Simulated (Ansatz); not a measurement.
# CH3S radical: one structure at several levels

One table from this session's results is given with a row withheld; the runs are named, their logs left out.

Method: single points in def2-TZVPP; program: Ansatz 0.2.0, Gaussian basis.

Correlated methods freeze the cores. Orbitals are unrestricted.

## Where the work starts

SMILES `[CH2]S`, 5 atoms, charge 0, spin multiplicity 2.

Atoms are counted from 1 here; the program's logs count them from 0.

Bond lengths: C1–S2 1.647 Å, C1–H3 0.973 Å, C1–H4 1.063 Å, S2–H5 1.351 Å. Angles: S2–C1–H3 120.5°, S2–C1–H4 111.8°, H3–C1–H4 123.0°, C1–S2–H5 103.3°.

Geometry (Å):

```xyz
5
CH3S
C    -0.13960   -0.58750   -0.01530
S     0.71500    0.78080    0.31550
H    -0.99540   -0.53580   -0.47630
H     0.11560   -1.38090    0.64410
H     0.23790    1.66990   -0.58260
```

The first run:

Contents of run/in.yaml:

```yaml
crystal:
  periodic: [false, false, false]
  atoms:
    - {symbol: C, position_ang: [-0.139600, -0.587500, -0.015300]}
    - {symbol: S, position_ang: [0.715000, 0.780800, 0.315500]}
    - {symbol: H, position_ang: [-0.995400, -0.535800, -0.476300]}
    - {symbol: H, position_ang: [0.115600, -1.380900, 0.644100]}
    - {symbol: H, position_ang: [0.237900, 1.669900, -0.582600]}
basis:
  gaussian: {orbitals: def2-TZVPP}
magnetization: {spin_polarized: true, initial_magnetization: 1}
correlation: {method: ccsd_t}
scf: {omitted_lower_state_checks: [cluster_reference]}
output: {forces: true}
```

The command line of these runs was not kept.

Among the steps run: CCSD(T)/def2-TZVPP; PBE0-D4/def2-TZVPP; wB97M-V/def2-TZVPP; r2SCAN-D4/def2-TZVPP; PBE-D4/def2-TZVPP; BLYP-D4/def2-TZVPP; LC-wPBE/def2-TZVPP.

One table of the session follows, with a row left open; its other results are not shown here.

```
   method  RMS force component (eV/Å)  angle to CCSD(T) forces (°)  dipole (D)
  CCSD(T)                       1.801                    reference        0.89
  PBE0-D4                       1.792                          5.2        0.91
  wB97M-V                       1.760                          3.5        0.87
r2SCAN-D4                       1.782                          3.3        0.93
   PBE-D4                       1.843                          6.6        0.86
  BLYP-D4                           ?                            ?           ?
  LC-wPBE                       1.806                          6.9        0.97
```

Q: Estimate the row for BLYP-D4 from the others.

As computed: RMS force component (eV/Å): 1.812; angle to CCSD(T) forces (°): 4.8; dipole (D): 0.84. In the column «RMS force component (eV/Å)» it lies between LC-wPBE (1.806) and PBE-D4 (1.843).
